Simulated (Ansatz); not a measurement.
Basis-set extrapolation for `C=C(N)OCF` (PBE0-D4/def2-TZVP geometry, frozen core, Ansatz). Multiplicity 1, RHF reference.

```
                      def2-TZVPP   def2-QZVPP
                 HF  -345.962798  -345.978410
    MP2 correlation    -1.183296    -1.273522
CCSD(T) correlation    -1.260939      not run
```

Energies in hartree. Use E(X) = E(∞) + A·exp(−7.88·√X) for Hartree–Fock and E(X) = E(∞) + B·X^(−2.97) for correlation, with X = 3 and 4, and add CCSD(T) minus MP2 of the smaller set to the MP2 limit.

**Question.** What is the CCSD(T) energy at the basis-set limit?

**Answer.** HF limit: -345.978410 + (-0.015612) × 0.13774 = -345.98056. MP2 limit: -1.273522 + (-0.090226) × 0.74074 = -1.34036. Higher-order term: -1.260939 − (-1.183296) = -0.07764. Total: -347.39856 hartree, 459.0 kJ/mol below CCSD(T)/def2-TZVPP.
